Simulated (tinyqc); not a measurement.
Inside a calculation (part 2 of 2). Method: UHF in the sto-6g basis, for H2O, spin multiplicity 3. This run ends on a higher stationary point, not on the lowest solution. Computed by tinyqc, a small Python program that keeps every step (integrals from PySCF). Command: `OMP_NUM_THREADS=1 python tinyqc.py 25321 25322 out.jsonl` (the two numbers bound the seeds that draw the settings). One thread of a shared host (Intel(R) Xeon(R) Processor @ 2.60GHz), about 0.1 s of CPU time with the checks.

Geometry (angstrom):

| atom | x | y | z |
|---|---|---|---|
| O | 0.000000 | 0.000000 | 0.000000 |
| H | 0.000000 | 0.816000 | 0.523000 |
| H | 0.000000 | -0.816000 | 0.523000 |

## Iteration 2: diagonalisation and new density

F(alpha) (hartree), lower triangle:
```
             1O 1s      1O 2s     1O 2px     1O 2py     1O 2pz      2H 1s      3H 1s
1O 1s   -20.559561
1O 2s    -5.006330  -2.466197
1O 2px    0.000000   0.000000  -0.565575
1O 2py    0.000000   0.000000   0.000000  -0.654413
1O 2pz   -0.023291  -0.096906   0.000000   0.000000  -0.475047
2H 1s    -1.172617  -1.027943   0.000000  -0.379805  -0.320593  -0.633816
3H 1s    -1.172617  -1.027943   0.000000   0.379805  -0.320593  -0.323498  -0.633816
```

F(beta) (hartree), lower triangle:
```
             1O 1s      1O 2s    1O 2px     1O 2py     1O 2pz      2H 1s      3H 1s
1O 1s   -20.515107
1O 2s    -4.947718  -2.218888
1O 2px    0.000000   0.000000  0.336386
1O 2py    0.000000   0.000000  0.000000  -0.371554
1O 2pz   -0.025718  -0.115891  0.000000   0.000000  -0.423842
2H 1s    -1.160686  -0.954396  0.000000  -0.394874  -0.293157  -0.434186
3H 1s    -1.160686  -0.954396  0.000000   0.394874  -0.293157  -0.329491  -0.434186
```

X, lower triangle:
```
            1O 1s      1O 2s    1O 2px     1O 2py     1O 2pz      2H 1s     3H 1s
1O 1s    1.022827
1O 2s   -0.138447   1.241469
1O 2px   0.000000   0.000000  1.000000
1O 2py   0.000000   0.000000  0.000000   1.122428
1O 2pz  -0.008233   0.096795  0.000000   0.000000   1.042472
2H 1s    0.020070  -0.294064  0.000000  -0.237478  -0.129430   1.201158
3H 1s    0.020070  -0.294064  0.000000   0.237478  -0.129430  -0.075036  1.201158
```

D(alpha) after iteration 1, lower triangle:
```
            1O 1s      1O 2s    1O 2px     1O 2py    1O 2pz      2H 1s     3H 1s
1O 1s    1.046232
1O 2s   -0.190083   0.817133
1O 2px   0.000000   0.000000  1.000000
1O 2py   0.000000   0.000000  0.000000   1.372636
1O 2pz   0.044795  -0.248809  0.000000   0.000000  0.806257
2H 1s   -0.031837   0.082997  0.000000  -0.569619  0.160357   0.926417
3H 1s   -0.031837   0.082997  0.000000   0.569619  0.160357  -0.815047  0.926417
```

D(beta) after iteration 1, lower triangle:
```
            1O 1s      1O 2s    1O 2px     1O 2py    1O 2pz      2H 1s     3H 1s
1O 1s    1.044727
1O 2s   -0.180685   0.758908
1O 2px   0.000000   0.000000  0.000000
1O 2py   0.000000   0.000000  0.000000   0.527989
1O 2pz   0.040990  -0.219892  0.000000   0.000000  0.856714
2H 1s   -0.036850   0.112305  0.000000   0.234874  0.124645   0.152320
3H 1s   -0.036850   0.112305  0.000000  -0.234874  0.124645  -0.056645  0.152320
```

overlap S, lower triangle:
```
           1O 1s     1O 2s    1O 2px     1O 2py    1O 2pz     2H 1s     3H 1s
1O 1s   1.000000
1O 2s   0.231145  1.000000
1O 2px  0.000000  0.000000  1.000000
1O 2py  0.000000  0.000000  0.000000   1.000000
1O 2pz  0.000000  0.000000  0.000000   0.000000  1.000000
2H 1s   0.053924  0.468958  0.000000   0.327092  0.209644  1.000000
3H 1s   0.053924  0.468958  0.000000  -0.327092  0.209644  0.211792  1.000000
```

A level shift of 0.2 hartree raises the virtual space: F + shift (S - S D(s) S), with D(s) the density of one spin. Diagonalise F' = X^T F X, C = X C', fill 6 alpha and 4 beta electrons from the bottom; D(s) = C_occ C_occ^T. Each column has its largest component positive (the first on a tie).

F' = X^T F X (alpha) (hartree), lower triangle:
```
            1          2          3          4          5          6          7
1  -20.223103
2   -2.536579  -1.275543
3    0.000000   0.000000  -0.565575
4    0.000000   0.000000   0.000000  -0.454510
5   -0.044502   0.134517   0.000000   0.000000  -0.338502
6   -0.192767  -0.561478   0.000000  -0.318403  -0.315559  -0.058351
7   -0.192767  -0.561478   0.000000   0.318403  -0.315559   0.060441  -0.058351
```

orbital energies (alpha) (hartree): MO1 -20.563671, MO2 -1.365292, MO3 -0.767211, MO4 -0.565575, MO5 -0.544256, MO6 0.193909, MO7 0.638163

coefficients C (alpha):
```
              MO1        MO2        MO3       MO4        MO5        MO6        MO7
1O 1s    0.996181  -0.228848   0.000000  0.000000   0.074568   0.000000  -0.126122
1O 2s    0.018098   0.872879   0.000000  0.000000  -0.416536   0.000000   0.898321
1O 2px   0.000000   0.000000   0.000000  1.000000   0.000000   0.000000   0.000000
1O 2py   0.000000   0.000000   0.730365  0.000000   0.000000   0.916080   0.000000
1O 2pz   0.002974   0.097380   0.000000  0.000000   0.849492   0.000000   0.631316
2H 1s   -0.004355   0.134568   0.319671  0.000000   0.227747  -0.876666  -0.817134
3H 1s   -0.004355   0.134568  -0.319671  0.000000   0.227747   0.876666  -0.817134
```

F' = X^T F X (beta) (hartree), lower triangle:
```
            1          2         3          4          5          6         7
1  -20.188117
2   -2.509744  -0.987702
3    0.000000   0.000000  0.536386
4    0.000000   0.000000  0.000000   0.006942
5   -0.042283   0.110716  0.000000   0.000000  -0.302766
6   -0.193954  -0.593893  0.000000  -0.545858  -0.299690   0.288648
7   -0.193954  -0.593893  0.000000   0.545858  -0.299690  -0.111790  0.288648
```

orbital energies (beta) (hartree): MO1 -20.517771, MO2 -1.163036, MO3 -0.592948, MO4 -0.443475, MO5 0.536386, MO6 0.822555, MO7 1.000328

coefficients C (beta):
```
              MO1        MO2        MO3        MO4       MO5        MO6        MO7
1O 1s    0.996968  -0.218411   0.000000   0.077777  0.000000  -0.136080   0.000000
1O 2s    0.014407   0.824777   0.000000  -0.397040  0.000000   0.951117   0.000000
1O 2px   0.000000   0.000000   0.000000   0.000000  1.000000   0.000000   0.000000
1O 2py   0.000000   0.000000   0.680206   0.000000  0.000000   0.000000   0.953916
1O 2pz   0.002713   0.142505   0.000000   0.890846  0.000000   0.561932   0.000000
2H 1s   -0.003390   0.165745   0.366208   0.149453  0.000000  -0.829389  -0.858268
3H 1s   -0.003390   0.165745  -0.366208   0.149453  0.000000  -0.829389   0.858268
```

D(alpha) after iteration 2, lower triangle:
```
            1O 1s      1O 2s    1O 2px     1O 2py    1O 2pz      2H 1s     3H 1s
1O 1s    1.050309
1O 2s   -0.212788   0.935749
1O 2px   0.000000   0.000000  1.000000
1O 2py   0.000000   0.000000  0.000000   1.372636
1O 2pz   0.044022  -0.268789  0.000000   0.000000  0.731129
2H 1s   -0.018152   0.022518  0.000000  -0.569619  0.206560   0.940728
3H 1s   -0.018152   0.022518  0.000000   0.569619  0.206560  -0.800736  0.940728
```

D(beta) after iteration 2, lower triangle:
```
            1O 1s      1O 2s    1O 2px     1O 2py    1O 2pz      2H 1s     3H 1s
1O 1s    1.047698
1O 2s   -0.196658   0.838105
1O 2px   0.000000   0.000000  0.000000
1O 2py   0.000000   0.000000  0.000000   0.462680
1O 2pz   0.040867  -0.236128  0.000000   0.000000  0.813922
2H 1s   -0.027956   0.077315  0.000000   0.249097  0.156750   0.183927
3H 1s   -0.027956   0.077315  0.000000  -0.249097  0.156750  -0.084289  0.183927
```

## Iteration 24 (converged): orbitals

converged F(alpha) (hartree), lower triangle:
```
             1O 1s      1O 2s     1O 2px     1O 2py     1O 2pz      2H 1s      3H 1s
1O 1s   -20.628720
1O 2s    -5.015675  -2.523888
1O 2px    0.000000   0.000000  -0.608351
1O 2py    0.000000   0.000000   0.000000  -0.695692
1O 2pz   -0.023240  -0.093056   0.000000   0.000000  -0.450143
2H 1s    -1.175409  -1.025997   0.000000  -0.382359  -0.338789  -0.633523
3H 1s    -1.175409  -1.025997   0.000000   0.382359  -0.338789  -0.325399  -0.633523
```

converged F(beta) (hartree), lower triangle:
```
             1O 1s      1O 2s    1O 2px     1O 2py     1O 2pz      2H 1s      3H 1s
1O 1s   -20.580785
1O 2s    -4.956809  -2.268266
1O 2px    0.000000   0.000000  0.297704
1O 2py    0.000000   0.000000  0.000000  -0.359836
1O 2pz   -0.025455  -0.108886  0.000000   0.000000  -0.442164
2H 1s    -1.163052  -0.957338  0.000000  -0.398497  -0.306528  -0.445255
3H 1s    -1.163052  -0.957338  0.000000   0.398497  -0.306528  -0.322014  -0.445255
```

Diagonalise F' = X^T F X, C = X C', fill 6 alpha and 4 beta electrons from the bottom; D(s) = C_occ C_occ^T. Each column has its largest component positive (the first on a tie).

F' = X^T F X (alpha) (hartree), lower triangle:
```
            1          2          3          4          5          6          7
1  -20.294626
2   -2.522573  -1.407560
3    0.000000   0.000000  -0.608351
4    0.000000   0.000000   0.000000  -0.503544
5   -0.041238   0.111843   0.000000   0.000000  -0.327499
6   -0.202491  -0.487546   0.000000  -0.312012  -0.298959  -0.123127
7   -0.202491  -0.487546   0.000000   0.312012  -0.298959  -0.006348  -0.123127
```

orbital energies (alpha) (hartree): MO1 -20.632612, MO2 -1.410436, MO3 -0.791928, MO4 -0.608351, MO5 -0.559965, MO6 0.171605, MO7 0.443852

coefficients C (alpha):
```
              MO1        MO2        MO3       MO4        MO5        MO6        MO7
1O 1s    0.996286  -0.234081   0.000000  0.000000   0.076601   0.000000  -0.113877
1O 2s    0.017599   0.909864   0.000000  0.000000  -0.454776   0.000000   0.841276
1O 2px   0.000000   0.000000   0.000000  1.000000   0.000000   0.000000   0.000000
1O 2py   0.000000   0.000000   0.755827  0.000000   0.000000   0.895188   0.000000
1O 2pz   0.002891   0.091876   0.000000  0.000000   0.803563   0.000000   0.689585
2H 1s   -0.004208   0.104399   0.294902  0.000000   0.290856  -0.885305  -0.801368
3H 1s   -0.004208   0.104399  -0.294902  0.000000   0.290856   0.885305  -0.801368
```

F' = X^T F X (beta) (hartree), lower triangle:
```
            1          2         3          4          5          6         7
1  -20.255864
2   -2.497744  -1.105349
3    0.000000   0.000000  0.297704
4    0.000000   0.000000  0.000000  -0.042358
5   -0.039431   0.090246  0.000000   0.000000  -0.334059
6   -0.202396  -0.525988  0.000000  -0.482504  -0.278509   0.143725
7   -0.202396  -0.525988  0.000000   0.482504  -0.278509  -0.098056  0.143725
```

orbital energies (beta) (hartree): MO1 -20.583291, MO2 -1.199143, MO3 -0.597284, MO4 -0.478789, MO5 0.297704, MO6 0.611619, MO7 0.796709

coefficients C (beta):
```
              MO1        MO2        MO3        MO4       MO5        MO6        MO7
1O 1s    0.997063  -0.222403   0.000000   0.077879  0.000000  -0.128656   0.000000
1O 2s    0.013954   0.852082   0.000000  -0.412974  0.000000   0.919752   0.000000
1O 2px   0.000000   0.000000   0.000000   0.000000  1.000000   0.000000   0.000000
1O 2py   0.000000   0.000000   0.658919   0.000000  0.000000   0.000000   0.968742
1O 2pz   0.002635   0.136283   0.000000   0.873361  0.000000   0.590212   0.000000
2H 1s   -0.003265   0.145504   0.385121   0.181834  0.000000  -0.826716  -0.849949
3H 1s   -0.003265   0.145504  -0.385121   0.181834  0.000000  -0.826716   0.849949
```

D(alpha) after iteration 24, lower triangle:
```
            1O 1s      1O 2s    1O 2px     1O 2py    1O 2pz      2H 1s     3H 1s
1O 1s    1.053248
1O 2s   -0.230284   1.034984
1O 2px   0.000000   0.000000  1.000000
1O 2py   0.000000   0.000000  0.000000   1.372636
1O 2pz   0.042927  -0.281796  0.000000   0.000000  0.654163
2H 1s   -0.006350  -0.037359  0.000000  -0.569619  0.243301   0.966246
3H 1s   -0.006350  -0.037359  0.000000   0.569619  0.243301  -0.775218  0.966246
```

D(beta) after iteration 24, lower triangle:
```
            1O 1s      1O 2s    1O 2px     1O 2py    1O 2pz      2H 1s     3H 1s
1O 1s    1.049664
1O 2s   -0.207755   0.896785
1O 2px   0.000000   0.000000  0.000000
1O 2py   0.000000   0.000000  0.000000   0.434174
1O 2pz   0.040334  -0.244513  0.000000   0.000000  0.781339
2H 1s   -0.021455   0.048843  0.000000   0.253763  0.178628   0.202563
3H 1s   -0.021455   0.048843  0.000000  -0.253763  0.178628  -0.094072  0.202563
```

## Convergence

Stop when the energy changes by less than 1e-10 hartree and every element of the error matrix X^T (F D S - S D F) X (for each spin) is below 3e-06.

Course of the cycle:

| iteration | E (hartree) | change | largest element of the error matrix |
|---|---|---|---|
| 1 | -75.00012822 | - | 2.38e-01 |
| 2 | -75.14829639 | -1.48e-01 | 6.78e-02 |
| 3 | -75.17499603 | -2.67e-02 | 3.28e-02 |
| 4 | -75.18004933 | -5.05e-03 | 1.52e-02 |
| 5 | -75.18100569 | -9.56e-04 | 7.08e-03 |
| 6 | -75.18120401 | -1.98e-04 | 3.38e-03 |
| 7 | -75.18125298 | -4.90e-05 | 1.78e-03 |
| 8 | -75.18126799 | -1.50e-05 | 1.13e-03 |
| 9 | -75.18127354 | -5.56e-06 | 7.34e-04 |
| 10 | -75.18127587 | -2.33e-06 | 4.88e-04 |
| 11 | -75.18127691 | -1.04e-06 | 3.29e-04 |
| 12 | -75.18127740 | -4.85e-07 | 2.24e-04 |
| 13 | -75.18127763 | -2.29e-07 | 1.53e-04 |
| 14 | -75.18127773 | -1.09e-07 | 1.05e-04 |
| 15 | -75.18127779 | -5.24e-08 | 7.25e-05 |
| 16 | -75.18127781 | -2.52e-08 | 5.01e-05 |
| 17 | -75.18127782 | -1.21e-08 | 3.46e-05 |
| 18 | -75.18127783 | -5.84e-09 | 2.40e-05 |
| 19 | -75.18127783 | -2.82e-09 | 1.66e-05 |
| 20 | -75.18127784 | -1.36e-09 | 1.15e-05 |
| 21 | -75.18127784 | -6.54e-10 | 7.99e-06 |
| 22 | -75.18127784 | -3.15e-10 | 5.54e-06 |
| 23 | -75.18127784 | -1.52e-10 | 3.85e-06 |
| 24 | -75.18127784 | -7.33e-11 | 2.67e-06 |

PySCF UHF in the same basis, after a stability check = -75.32684349 hartree

Converged in 24 iterations. But the solution lies 0.14557 hartree above the reference: it is another stationary point, not the lowest one. Reruns (cap 100 unless said): DIIS 8: converged in 10 to a higher stationary point; damping 0.5: converged in 51 to a higher stationary point; level shift 0.5: converged in 31 to a higher stationary point; atomic densities as start, DIIS 8: converged in 9.

## Populations, bond orders and dipole

Mulliken: Z minus the diagonal of D S on the atom; Loewdin: the same with S^(1/2) D S^(1/2); Mayer order: 2 sum_s sum (D(s) S)_ij (D(s) S)_ji over the two atoms.

Charges (e):

| atom | Mulliken | Loewdin | Mulliken spin |
|---|---|---|---|
| 1O | -0.052545 | 0.111448 | 1.351905 |
| 2H | 0.026272 | -0.055724 | 0.324048 |
| 3H | 0.026272 | -0.055724 | 0.324048 |

Mayer bond orders:

| pair | order |
|---|---|
| 2-1 | 0.636500 |
| 3-1 | 0.636500 |
| 3-2 | 0.257803 |

dipole moment about the origin, x y z (debye): 0.000000  0.000000  0.526548

<S^2> of the determinant (pure state: 2) = 2.015673
